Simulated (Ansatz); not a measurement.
# Worked example: correlation energy of [Cl···H···OH], doublet

Geometry: a point of a hydrogen-transfer path between rigid fragments, not a stationary point.

```yaml
atoms:
  - { symbol: Cl, position_ang: [-1.9062, 0.2350, 0.0000] }
  - { symbol: H, position_ang: [-0.2812, 0.2350, 0.0000] }
  - { symbol: O, position_ang: [0.9678, 0.2350, 0.0000] }
  - { symbol: H, position_ang: [1.2196, -0.7050, 0.0000] }
```

Basis cc-pVDZ; Ansatz 0.2.0. Only valence electrons are correlated (noble-gas cores frozen), which leaves 15 electrons in 36 orbitals. Prefix R: restricted or restricted open-shell reference; prefix U: unrestricted.

Full CI isn't at hand for all of this; UCCSDT(Q) serves as the reference, and is uncertain by about the last step of the cluster series.

The cluster runs stand on a determinant 0.14 eV above the lowest UHF solution, chosen by trial CCSD; the correlation energy below is counted from it.

Runs differ by some tens of microhartree through their thresholds and, for an open shell, their frozen cores, so steps under 0.03 kcal/mol mean nothing.

```tsv
level	total energy (hartree)
UHF determinant under the cluster runs	-535.441817
UMP2	-535.759493
UCCSD	-535.792810
UCCSD(T)	-535.799802
UCCSDT	-535.800608
UCCSDT(Q)	-535.801515
```

Question: What is the correlation energy at UCCSDT(Q), and what share of it do UMP2 and UCCSD(T) recover?

Answer: E(corr) = -535.801515 − (-535.441817) = -0.359698 hartree = -9.788 eV. UMP2: -0.317676 / -0.359698 = 88.32 %. UCCSD(T): -0.357985 / -0.359698 = 99.52 %.

Question: By how many kcal/mol does UCCSD(T) miss UCCSDT(Q) (1 hartree = 627.509 kcal/mol), and which steps make up the rest?

Answer: -535.799802 − (-535.801515) = 0.001713 hartree = 1.07 kcal/mol. Steps: UCCSDT − UCCSD(T) = -0.51, UCCSDT(Q) − UCCSDT = -0.57 kcal/mol. Differences between like states or geometries often cancel part of this.
